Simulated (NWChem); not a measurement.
# BNH2Cl (SMILES N[B]Cl) at UHF/3-21G

Aim: the vertical ionisation energy of BNH2Cl at UHF/3-21G, from 2 runs. 

The calculation is run with NWChem 7.3.0.

1 further run of the same task is left out (set aside as unsound or not needed).

### Step 1. The system as given

BNH2Cl has 5 atoms, charge 0, and is taken as a doublet. As SMILES, `N[B]Cl`. The coordinates come from a PBE0-D4/def2-TZVP relaxation. This is one conformer, not always the lowest.

Bond lengths: N1–B2 1.376 Å, B2–Cl3 1.746 Å, N1–H4 1.005 Å, N1–H5 1.010 Å. Angles: N1–B2–Cl3 124.3°, B2–N1–H4 122.3°, B2–N1–H5 123.4°, H4–N1–H5 114.3°.

### Step 2. Energy and forces at UHF/3-21G

Input file test.nw:

```
start test
title "BClH2N gradient"
memory 2200 mb

geometry units angstroms noautosym nocenter noautoz
N       -0.334000       0.412100      -0.256700
B       -0.098400      -0.544600       0.704400
Cl       1.343200      -1.526200       0.784600
H       -1.176700       0.959900      -0.273100
H        0.315800       0.625100      -1.000600
end

basis spherical bse
N library 3-21G
B library 3-21G
Cl library 3-21G
H library 3-21G
end

scf
doublet
uhf
thresh 1e-08
maxiter 80
print medium
end

task scf gradient
```

Run with:

```
$ nwchem test.nw > test.out
```

The log of the run:

```text
[...]
  functions       =    35
[...]
  wavefunction    = UHF
[...]
         Total SCF energy =   -537.177165493269
      One electron energy =   -894.716882946968
      Two electron energy =    279.921635733124
 Nuclear repulsion energy =     77.618081720576
                       Sz =      0.5000
                 Sz(Sz+1) =      0.7500
                      S^2 =      0.7576
[...]
                         UHF ENERGY GRADIENTS
    atom               coordinates                        gradient
                 x          y          z           x          y          z
   1 N      -0.631168   0.778756  -0.485093    0.000298  -0.011295   0.013226
   2 B      -0.185949  -1.029145   1.331123    0.024813  -0.009477  -0.007438
   3 Cl      2.538280  -2.884100   1.482679   -0.025644   0.017393  -0.001355
   4 H      -2.223641   1.813948  -0.516084   -0.003405   0.002810  -0.000788
   5 H       0.596775   1.181268  -1.890860    0.003938   0.000569  -0.003645
[...]
```

It took 1.6 s on 1 thread of Intel Xeon Platinum 8488C (Sapphire Rapids), shared host; peak memory 0.099 GiB.

### Step 3. The singlet cation: a single-point energy at HF/3-21G

Input file bclh2n.nw:

```
START bclh2n
TITLE "BClH2N energy"
memory stack 880 mb heap 220 mb global 1100 mb
charge 1

GEOMETRY units angstrom noautosym nocenter noautoz
   N    -0.334000    0.412100   -0.256700
   B    -0.098400   -0.544600    0.704400
   Cl    1.343200   -1.526200    0.784600
   H    -1.176700    0.959900   -0.273100
   H     0.315800    0.625100   -1.000600
END

BASIS spherical bse
   * library 3-21G
END

SCF
   thresh 1e-08
   maxiter 80
END

TASK scf energy
```

Run with:

```
$ nwchem bclh2n.nw > bclh2n.out
```

The log of the run:

```text
[...]
  functions       =    35
[...]
  wavefunction    = RHF
[...]
         Total SCF energy =   -536.869425338937
      One-electron energy =   -886.050679780626
      Two-electron energy =    271.563172721113
 Nuclear repulsion energy =     77.618081720576
        Time for solution =      0.6s
[...]
```

Wall time 1.1 s (1 thread of Intel Xeon Platinum 8488C (Sapphire Rapids), shared host); peak memory 0.097 GiB.

### Step 4. What came out

At UHF/3-21G:

```
                                          quantity          value
                      doublet BNH2Cl: total energy  -537.17717 Eh
                     doublet BNH2Cl: dipole moment         3.71 D
doublet BNH2Cl: HOMO energy (highest over α and β)       -9.34 eV
 doublet BNH2Cl: LUMO energy (lowest over α and β)        3.27 eV
                              doublet BNH2Cl: ⟨S²⟩          0.758
          doublet BNH2Cl: largest force on an atom     1.595 eV/Å
                      singlet cation: total energy  -536.86943 Eh
                       singlet cation: HOMO energy      -18.78 eV
                       singlet cation: LUMO energy       -7.21 eV
                     singlet cation: HOMO–LUMO gap       11.57 eV
vertical ionisation energy (to the singlet cation)       8.374 eV
```

The vertical ionisation energy comes to 8.37 eV (808 kJ/mol). The largest force (doublet BNH2Cl) is 1.59 eV/Å: the shape isn't a stationary point for this species at this level. Only the singlet of the ionised species was computed; a triplet could lie lower. Mulliken charges (doublet BNH2Cl) run from -0.91 on N1 to +0.51 on B2; they depend strongly on the basis. Mulliken charges (singlet cation) run from -0.89 on N1 to +0.92 on B2; they depend strongly on the basis.
